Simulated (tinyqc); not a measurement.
Pariser-Parr-Pople SCF with singles CI, for the molecule C=C(N)C=O (SMILES; centres numbered as the heavy atoms are written), step by step. One step of it, computed by the program tinyqc.

Question. Iteration 2: orbitals and new P. Diagonalise F (the basis is taken as orthonormal) and form P = 2 sum c c over the lowest orbitals; 0.3 of the old P is kept.

F (eV), order 1C, 2C, 3N, 4C, 5O:
```
[[-5.947764, -5.245811, 1.332177, -0.291360, 0.528738],
 [-5.245811, -6.462202, -4.458757, -3.764336, 0.086630],
 [1.332177, -4.458757, -9.904852, -0.056598, 0.411898],
 [-0.291360, -3.764336, -0.056598, -4.923231, -6.090556],
 [0.528738, 0.086630, 0.411898, -6.090556, -10.371788]]
```

pi electrons, sum of z_r less the charge = 6

P after iteration 1, order 1C, 2C, 3N, 4C, 5O:
```
[[1.270323, 0.756009, -0.487514, 0.111191, -0.283608],
 [0.756009, 1.019579, 0.535825, 0.363824, -0.032009],
 [-0.487514, 0.535825, 1.657193, 0.020712, -0.168264],
 [0.111191, 0.363824, 0.020712, 0.782550, 0.883723],
 [-0.283608, -0.032009, -0.168264, 0.883723, 1.270355]]
```

Give: orbital energies; P after iteration 2.

Answer.

orbital energies (eV): [-15.394, -13.285, -9.412, -1.615, 2.095]

P after iteration 2, order 1C, 2C, 3N, 4C, 5O:
```
[[1.185, 0.790, -0.481, 0.153, -0.274],
 [0.790, 1.038, 0.497, 0.350, -0.045],
 [-0.481, 0.497, 1.706, 0.023, -0.126],
 [0.153, 0.350, 0.023, 0.687, 0.862],
 [-0.274, -0.045, -0.126, 0.862, 1.384]]
```
